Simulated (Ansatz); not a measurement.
Input file:

```yaml
crystal:
  periodic: [false, false, false]
  atoms:
    - {symbol: Al, position_ang: [0.000000, 0.000000, 1.671307]}
    - {symbol: O, position_ang: [0.000000, 0.000000, -2.883693]}
    - {symbol: H, position_ang: [0.000000, 1.386849, 2.431318]}
    - {symbol: H, position_ang: [0.000000, -1.386849, 2.431318]}
    - {symbol: H, position_ang: [0.000000, 0.000000, -3.827918]}
basis:
  gaussian: {orbitals: "6-31G*"}
correlation: {active_space: {ras: {orbitals: [6, 0, 28], electrons: 12, max_holes: 2, max_particles: 2}, fixed_orbitals: true}}
scf: {lower_state_search: light}
```

```sh
$ ansatz run in.yaml --threads 1 --pin off --events-out ev --progress --plain --max-ram 2393MiB
```

Output:

```
386 factors; integrals over basis functions are off by at most 6.9e-4 eV
mean field evaluation 1: about -8654.2294 eV, gradient 4.8e1 eV
mean field evaluation 2: about -8654.2329 eV, gradient 4.8e1 eV
mean field evaluation 4: about -8656.3240 eV, gradient 3.4e1 eV
mean field evaluation 8: about -8658.7108 eV, gradient 5.8e-1 eV
mean field evaluation 16: about -8658.7442 eV, gradient 1.4e-2 eV
mean field evaluation 32: about -8658.8795 eV, gradient 5.6e0 eV
mean field evaluation 64: about -8659.1509 eV, gradient 6.8e-2 eV
mean field evaluation 96: about -8659.1509 eV, gradient 7.8e-6 eV
mean field evaluation 128: about -8659.1509 eV, gradient 6.5e-2 eV
mean field evaluation 160: about -8659.1509 eV, gradient 1.0e-3 eV
mean field -8659.15091991 eV, -318.2179269233 hartree, gradient 1.4e-10 eV, S^2 0.000000; 5 other end points of the search recorded, 0 dependent functions left out
reference -8659.15091991 eV, -318.2179269233 hartree; 12, 12 occupied and 28, 28 virtual orbitals, 386 factors
state -8666.78270450 eV, -318.4983898340 hartree
Total energy: -8666.78270450 eV, -318.4983898340 hartree
```

Natural occupations: 1.9873 1.9815 1.9801 1.9777 1.9767 1.7148 0.2796 0.0180 0.0126 0.0116 0.0096 0.0075 0.0050 0.0045 0.0038 0.0036 0.0034 0.0034 0.0033 0.0033 0.0029 0.0020 0.0020 0.0014.

Ran on 1 thread of Arm Neoverse V2, shared host: 1.3 s wall, 0.09 GiB peak host memory.
